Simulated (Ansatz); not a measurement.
Basis sets over 5 cases of the atomisation energy at PBE with Ansatz (elements up to F), each against its own reference: (a) the value in aug-pcseg-3; (b) the value in pcseg-4. By their distance from other large sets or by the extrapolation step the references are unsure by up to roughly 0.23 kcal/mol. B3LYP-D3(BJ)/def2-TZVP geometries; electronic energies; unrestricted open shells; no added dispersion term; no relativity. Cartesian d functions in some cases of 6-31G*, 6-31G**. 

Cases are drawn at random; left out are references unsure by over 1.3 kcal/mol, doubtful singlets, and cases whose largest runs show a restricted determinant unstable towards unrestricted orbitals, <S^2> over 0.1 too high or, where CCSD(T) ran, T1 over 0.025 (0.045 for open shells). Sets are drawn from those converged to one state in every case.

Cases (SMILES) and reference values:
- B(=O)F → B atom + F atom + O atom: 372.90 kcal/mol (a)
- NB (BH2-NH2) → B atom + 4 H atom + N atom: 508.96 kcal/mol (a)
- [N+](#N)[O-] → 2 N atom + O atom: 310.83 kcal/mol (a)
- [CH](F)F → C atom + 2 F atom + H atom: 348.40 kcal/mol (b)
- N#C (CH-N) → C atom + H atom + N atom: 326.23 kcal/mol (b)

```tsv
basis	functions over def2-SVP (largest species, mean of cases)	mean signed deviation (kcal/mol)	mean absolute	largest	within 4 kcal/mol
STO-3G	0.3	20.53	50.03	101.22	0 of 5
6-31G	0.6	-27.43	27.43	53.41	0 of 5
3-21G	0.6	-18.44	18.44	51.66	0 of 5
def2-SV(P)	0.9	1.16	5.60	9.33	1 of 5
6-31G*	1.0	-1.29	3.73	4.51	3 of 5
6-31G**	1.1	0.24	3.21	4.99	3 of 5
6-311G**	1.3	-2.65	2.65	4.20	4 of 5
def2-SVPD	1.5	3.21	3.21	4.77	3 of 5
aug-pcseg-1	1.7	-4.28	4.28	5.72	2 of 5
aug-cc-pVDZ	1.7	-7.85	7.85	10.56	0 of 5
6-311++G(2d,2p)	1.9	-2.45	2.45	4.37	4 of 5
cc-pVTZ	2.2	0.23	0.47	0.78	5 of 5
def2-TZVPD	2.6	-0.79	0.79	1.35	5 of 5
jun-cc-pV(T+d)Z	2.8	-1.12	1.12	1.65	5 of 5
aug-pcseg-2	3.5	-0.04	0.28	0.65	5 of 5
aug-cc-pVTZ	3.5	-1.08	1.08	1.58	5 of 5
cc-pVQZ	4.2	0.76	0.76	1.16	5 of 5
def2-QZVP	4.3	-0.31	0.31	0.44	5 of 5
def2-QZVPP	4.3	-0.31	0.31	0.44	5 of 5
cc-pV5Z	7.1	0.12	0.12	0.17	5 of 5
```

Among the sets for which every case ran a larger relative (same family, alike in diffuse functions, listed or not), the smallest listed that holds all cases within 4 kcal/mol together with them is cc-pVTZ, at 2.2 times the functions of def2-SVP. Inside, though some case ran no larger relative to test it: def2-QZVP, def2-QZVPP, cc-pV5Z. Largest deviations of relatives not listed, over the cases that ran them: def2-TZVPPD 1.35, def2-QZVPPD 0.56, aug-cc-pVQZ 0.23, aug-pcseg-3 0.12 kcal/mol. A case lies within its reference's uncertainty of the window's edge in 6-31G*, 6-311G**, def2-SVPD, aug-pcseg-1. These figures hold for the cases listed.

Ansatz is a quantum-chemistry and plane-wave program.
